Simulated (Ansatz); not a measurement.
Input for Ansatz (an electronic-structure program): R-MP2/aug-cc-pVTZ on fluoromethane (SMILES CF), atoms moved off the minimum.

Ansatz 0.2 input:
```yaml
crystal:
  periodic: [false, false, false]
  atoms:
    - {symbol: C, position_ang: [-0.66046507, 0.09275065, 0.03325855]}
    - {symbol: F, position_ang: [0.73150746, -0.15846014, -0.01871008]}
    - {symbol: H, position_ang: [-0.90494476, -0.01893953, 1.18620062]}
    - {symbol: H, position_ang: [-0.89402288, 1.15632627, -0.25302956]}
    - {symbol: H, position_ang: [-1.03512282, -0.61668390, -0.54514855]}
basis:
  gaussian:
    orbitals: aug-cc-pVTZ
magnetization: {spin_polarized: false}
correlation: {method: mp2, electrons: outside_noble_gas}
scf: {lower_state_search: off}
output: {forces: true}
```

Program output:

```
WARN ansatz: RAYON_NUM_THREADS=1 ignored (pool sized by the plan → 1); use --threads N
Functional definition: HF
these checks for a lower state are left out or cut short: starts, cluster_reference, orbital_swaps, neighbouring_geometries, increment
integrals: 0.17 GiB planned
930 factors; integrals over basis functions are off by at most 1.1e-3 eV
mean field: 0.32 GiB planned
mean field evaluation 1: about -3783.5111 eV, gradient 2.2e1 eV
mean field evaluation 2: about -3783.5112 eV, gradient 2.2e1 eV
mean field evaluation 4: about -3784.5247 eV, gradient 2.5e0 eV
mean field evaluation 8: about -3784.5401 eV, gradient 5.0e-5 eV
mean field -3784.54009265 eV, -139.0792831514 hartree, gradient 1.8e-6 eV, S^2 0.000000; 0 other end points of the search recorded, 0 dependent functions left out
2 core orbitals not correlated
reference -3784.54009265 eV, -139.0792831514 hartree; 7, 7 occupied and 152, 152 virtual orbitals, 930 factors
densities: 0.35 GiB planned
second order -12.13129476 eV of doubles, -0.00000000 eV of singles
the calculation of the forces begins
Total energy: -3796.67138740 eV, -139.5251000107 hartree
Atom 0 at    -0.660465     0.092751     0.033259 Å, force     2.272389     3.445207     5.192568 eV/Å
Atom 1 at     0.731507    -0.158460    -0.018710 Å, force    -0.284959     0.590299    -0.179218 eV/Å
Atom 2 at    -0.904945    -0.018940     1.186201 Å, force     0.009672     0.070592    -2.580751 eV/Å
Atom 3 at    -0.894023     1.156326    -0.253030 Å, force     0.380895    -1.276782    -0.003553 eV/Å
Atom 4 at    -1.035123    -0.616684    -0.545149 Å, force    -2.377997    -2.829316    -2.429045 eV/Å
Dipole moment:    -0.401741     0.074684     0.008396 e Å
Checks for a lower state left out: starts, cluster_reference, orbital_swaps, neighbouring_geometries, increment
```

Self-consistency was reached.

Cost: about 5 core-seconds (a rough figure).
